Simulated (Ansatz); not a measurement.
`FCC1=C(F)N1` → `N=C1[C@@H](F)[C@@H]1F`  (isomerisation)

Isolated molecules relaxed with PBE0-D4/def2-TZVP in Ansatz; ΔE leaves out vibrations. CCSD(T)/CBS is the MP2 limit (def2-TZVPP, def2-QZVPP) plus CCSD(T) − MP2 in def2-TZVPP, frozen cores. DFT in def2-TZVPP. B3LYP here is the variant with VWN-RPA as its local correlation; programs differ in this. Each species was taken in one conformer, which may not be the lowest.

```json
{"level": "r2SCAN-D4", "ΔE (eV)": "-1.33"}
{"level": "PBE0-D4", "ΔE (eV)": "-1.37"}
{"level": "B3LYP-D4", "ΔE (eV)": "-1.35"}
{"level": "ωB97X-V", "ΔE (eV)": "-1.44"}
```

(1) What does CCSD(T)/CBS give? (An estimate is asked.)

Largest T1 diagnostic among the species: 0.013.

## Answers

(1) The calculation gave: -1.34 eV. The listed levels differ from it by 0.01, -0.03, -0.01, -0.10 eV.

In def2-TZVPP, CCSD(T) changes the Hartree–Fock value by +0.22 eV (the triples alone add +0.06 eV) and MP2 by +0.30 eV. From PBE to PBE0 (25 % exact exchange), in def2-TZVPP and without D4, ΔE moves by −0.11 eV.
